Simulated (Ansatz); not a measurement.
Two members of one family (Series MgMeX), computed with Ansatz in the gas phase. The two geometries come from different levels. A negative affinity means that the extra electron isn't bound at that geometry and level; within about 0.2 eV of zero the sign isn't settled. Binding counts from free atoms in the multiplicity of their measured ground term, without zero-point energy. A dash marks a value that wasn't run or was left out as unsound. The structures are stationary points that may keep the symmetry of their start. Remarks come from the PBE and PBE0 runs and from stability tests at other levels; not every state was tested. A HOMO above zero means that the electron is unbound at that level and held by the basis, or that self-interaction error raises the level; the energy of removing that electron tells which.

First: MgMe(OH) (singlet, charge 0, PBE0-D4/def2-TZVP geometry).

```xyz
7

Mg    0.110   -0.646    0.293
C    -0.203    1.218   -0.559
H    -0.578    1.937    0.175
H    -0.935    1.170   -1.372
H     0.720    1.631   -0.976
O     0.378   -2.232    1.017
H     0.507   -3.078    1.422
```

```csv
level,HOMO (eV),LUMO (eV),gap (eV),vertical EA (eV),binding per atom (eV)
PBE-D4/def2-TZVPD,-6.12,-1.47,4.65,-0.20,3.46
PBE0-D4/def2-SVP,-7.24,-0.57,6.67,–,3.40
PBE0-D4/def2-TZVP,-7.25,-0.69,6.55,–,3.39
PBE0-D4/def2-TZVPD,-7.27,-0.79,6.48,-0.31,3.39
ωB97M-V/def2-TZVP,-9.51,0.47,9.98,–,3.41
```

Remarks: HOMO above zero (-1 doublet).

Second: MgMe(NH2) (singlet, charge 0, B3LYP-D4/def2-TZVP geometry).

```xyz
8

Mg   -0.305    0.055   -0.120
C     1.609   -0.280    0.638
H     2.317    0.482    0.299
H     2.001   -1.251    0.324
H     1.616   -0.266    1.731
N    -2.045    0.356   -0.811
H    -2.407    0.022   -1.693
H    -2.786    0.881   -0.368
```

**Question.** Estimate how these quantities change from the first to the second (second minus first).

**Answer.** 
```tsv
level	Δ HOMO (eV)	Δ LUMO (eV)	Δ gap (eV)	Δ vertical EA (eV)	Δ binding per atom (eV)
PBE-D4/def2-TZVPD	1.26	0.10	-1.16	-0.08	-0.14
PBE0-D4/def2-SVP	1.27	0.09	-1.18	–	-0.15
PBE0-D4/def2-TZVP	1.13	0.07	-1.06	–	-0.14
PBE0-D4/def2-TZVPD	1.09	0.08	-1.01	-0.07	-0.14
ωB97M-V/def2-TZVP	0.98	0.02	-0.96	–	-0.15
```

Remarks: HOMO above zero (-1 doublet).
